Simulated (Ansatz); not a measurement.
hcp Lu was calculated with LDA (Ansatz, an electronic-structure program, PAW).

Run with plane-wave cutoff 520 eV, 18×18×10 k mesh (along the axes of the cell as run), Fermi–Dirac smearing 0.05 eV, scalar-relativistic PAW data made under PBE.

Energies at three volumes about the minimum:

| V (Å³/atom) | E − E_lowest (meV/atom) |
|---|---|
| 25.466 | 1.84 |
| 25.986 | 0.00 |
| 26.506 | 1.73 |

Q: Fit a parabola by hand: where is the minimum, and what is the bulk modulus?

A: Slopes: (0.00 − 1.84)/(25.986 − 25.466) = -3.538 and (1.73 − 0.00)/(26.506 − 25.986) = 3.327 meV/Å³. Curvature E″ = 2 × (3.327 − (-3.538))/(26.506 − 25.466) = 13.202 meV/Å⁶. From the middle of the first interval, the slope vanishes at V0 = 25.7260 − (-3.538)/13.202 = 25.994 Å³/atom. B = V0 E″ = 25.994 × 13.202 meV/Å³ × 0.1602 GPa per meV/Å³ = 55.0 GPa. The full Birch–Murnaghan fit to all volumes gives V0 = 25.987 Å³/atom and B0 = 54.9 GPa.

Shape and atoms are relaxed at each volume.

Measured, for comparison: bulk modulus 47.6 GPa (room temperature, not corrected to a static lattice; as tabulated in Wikipedia's data pages); equilibrium volume per atom 29.52 Å³/atom (room temperature, not corrected to a static lattice; as tabulated in Söderlind et al. (2014), doi:10.1088/0953-8984/26/41/416001). Computed (rounded) less measured: bulk modulus +15 %, equilibrium volume per atom -12.0 %.

Note: the bulk modulus comes from volumes at which shape and atoms were relaxed.
